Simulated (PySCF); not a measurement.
## The electron affinity along group 13

Calculated with PySCF 2.14 from differences of total energies of unrestricted determinants, without spin-orbit coupling. Values in eV. The last column holds reference values (measured affinities from photodetachment; the arrow runs from anion to atom). Unmarked ones compare directly (S terms, centres of terms, or small fine structure); those marked * lie between the lowest fine-structure levels and include a spin-orbit shift.

```
                               element                                   configurations     UHF    PBE   PBE0  r2SCAN  CCSD (valence)  CCSD(T) (valence)  reference
     B (aug-cc-pVTZ, non-relativistic)                      [He] 2s2 2p2 → [He] 2s2 2p1  -0.305  0.608  0.472   0.584           0.167              0.229      0.280
Al (aug-cc-pV(T+d)Z, non-relativistic)                      [Ne] 3s2 3p2 → [Ne] 3s2 3p1   0.016  0.584  0.536   0.613           0.374              0.425    0.433 *
Ga (aug-cc-pVTZ-PP with ECP10MDF, ECP)            [Ar] 3d10 4s2 4p2 → [Ar] 3d10 4s2 4p1  -0.064  0.478  0.413   0.499           0.275              0.316    0.301 *
In (aug-cc-pVTZ-PP with ECP28MDF, ECP)            [Kr] 4d10 5s2 5p2 → [Kr] 4d10 5s2 5p1   0.076  0.531  0.489   0.560           0.382              0.419    0.384 *
Tl (aug-cc-pVTZ-PP with ECP60MDF, ECP)  [Xe] 4f14 5d10 6s2 6p2 → [Xe] 4f14 5d10 6s2 6p1  -0.009  0.475  0.414   0.476           0.280              0.307    0.320 *
```

The highest occupied level of the anion is positive for B⁻ at PBE, PBE0, r2SCAN; Al⁻ at PBE, PBE0, r2SCAN; Ga⁻ at PBE, PBE0, r2SCAN; In⁻ at PBE, PBE0, r2SCAN; Tl⁻ at PBE, PBE0, r2SCAN, so there the basis helps to hold the electron.

For Tl a determinant mixes LS terms or the coupling is close to jj, so these rows are model values.

"Valence" correlates the outer s and p shells and, in groups 3 to 12 and the f block, the outer d or f shell, open or full, or the next shell where the ion has no valence electron left; the wider scheme adds the next inner shell.
